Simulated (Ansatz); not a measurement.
# Tin, alpha-Sn (diamond): convergence with Methfessel-Paxton smearing

Computed with Ansatz, PBE, scalar-relativistic PAW, on the relaxed cell (a = 6.658 Å; spin not included). Errors count from a run at 420 eV on a Γ-centred 14×14×14 mesh with Fermi-Dirac smearing of 0.1 eV, extrapolated to zero width. Fixed here: cutoff 420 eV, mesh 8×8×8. The SCF starts from atomic densities corrected by a trained network.

```csv
width (eV),E(σ→0) error (meV/atom),F error (meV/atom),P (GPa),SCF iterations
0.01,4.7,4.7,-0.08,6
0.03,4.7,4.7,-0.07,6
0.1,4.7,4.7,-0.05,6
0.2,4.5,4.3,-0.01,7
0.6,2.3,5.5,-0.04,7
1.0,6.4,26.1,-0.17,7
```

Problem. What does the run at 0.3 give (width)?

Solution. E(σ→0) error (meV/atom): 4.2; F error (meV/atom): 4.0; P (GPa): -0.01; SCF iterations: 7.
